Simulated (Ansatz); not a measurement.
# LiF (SMILES [Li][F]): single points off equilibrium

An exercise on one series of results from a longer session: the logs are not shown, and one member is left open.

The runs use Ansatz 0.2.0, Gaussian basis; single points in def2-TZVPP.

Cores are frozen in the correlated methods. The outer core shell of Li, Na, Mg and K is correlated.

## Where the work starts

SMILES `[Li][F]`, 2 atoms, charge 0, spin multiplicity 1.

Atoms are counted from 1 here; the program's logs count them from 0.

Bond lengths: Li1–F2 1.580 Å.

Coordinates:

```xyz
2

Li   -0.63040    0.10510   -0.35340
F     0.64550   -0.41020    0.42270
```

The first run:

File run/in.yaml:

```yaml
crystal:
  periodic: [false, false, false]
  atoms:
    - {symbol: Li, position_ang: [-0.630400, 0.105100, -0.353400]}
    - {symbol: F, position_ang: [0.645500, -0.410200, 0.422700]}
basis:
  gaussian: {orbitals: def2-TZVPP}
correlation: {method: ccsd_t}
output: {forces: true}
```

No record of the launch command was kept for these runs.

Among the steps run: CCSD(T)/def2-TZVPP; PBE0-D4/def2-TZVPP; wB97M-V/def2-TZVPP; r2SCAN-D4/def2-TZVPP; PBE-D4/def2-TZVPP; B97M-V/def2-TZVPP; SPW92/def2-TZVPP.

One table of the session follows, with a row left open; its other results are not shown here.

| method | RMS force component (eV/Å) | dipole (D) |
| --- | --- | --- |
| CCSD(T) | 0.065 | 6.35 |
| PBE0-D4 | 0.140 | 6.24 |
| wB97M-V | ? | ? |
| r2SCAN-D4 | 0.054 | 6.26 |
| PBE-D4 | 0.030 | 6.05 |
| B97M-V | 0.144 | 6.19 |
| SPW92 | 0.210 | 6.08 |

**Question.** Estimate the row for wB97M-V.

As computed: RMS force component (eV/Å): 0.087; dipole (D): 6.22. In the column «RMS force component (eV/Å)» it lies between CCSD(T) (0.065) and PBE0-D4 (0.140).
